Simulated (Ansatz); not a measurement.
Geometry optimisation, Ansatz 0.2.0, UKS PBE0-D4/def2-SVP.

input.yaml

```yaml
crystal:
  periodic: [false, false, false]
  atoms:
    - { symbol: B, position_ang: [0.0, 0.0, -0.356748] }
    - { symbol: H, position_ang: [0.0, 0.0, 2.027257] }
    - { symbol: H, position_ang: [1.101746, 0.0, -0.837784] }
    - { symbol: H, position_ang: [-1.101746, 0.0, -0.837784] }
    - { symbol: Cl, position_ang: [0.0, 0.0, 3.365058] }
magnetization:
  spin_polarized: true
  initial_magnetization: 1
basis:
  gaussian: { orbitals: def2-SVP }
hamiltonian:
  xc: pbe0
  dispersion: d4
relax:
  f_tol: 0.03
  max_steps: 50
```

Launched with:

```bash
$ ansatz run input.yaml --threads 1 --pin off --max-ram 2048MiB --backend cpu --events-out ev --progress --plain --runs-dir out
```

**Question.** Where does it end, and by what steps?

**Answer.** The run converged. After 10 steps the energy has fallen by 0.254 eV; H2 moved furthest, 0.71 Å. Parted: H2–Cl5 (1.34 → 1.70 Å). Joined: B1–H2 (2.38 → 1.29 Å).

```
step  energy less start (eV)  largest force component (eV/Å)  accepted
   0                  0.0000                           0.961       yes
   1                 -0.0581                           0.178       yes
   2                 -0.0757                           1.148       yes
   3                 -0.0921                           0.729       yes
   4                 -0.1477                           0.641       yes
   5                 -0.1870                           0.519       yes
   6                 -0.2030                           0.699       yes
   7                 -0.2480                           0.307       yes
   8                 -0.2038                           0.420        no
   9                 -0.2533                           0.060       yes
  10                 -0.2536                           0.014       yes
```

```xyz
5
Properties=species:S:1:pos:R:3
B 0.000 0.000 0.027
H 0.000 0.000 1.318
H 1.079 0.000 -0.502
H -1.079 0.000 -0.502
Cl 0.000 0.000 3.019
```

Time of the run: 19 s on 1 thread of Arm Neoverse V1, with other jobs on the host, peak memory 0.11 GiB.
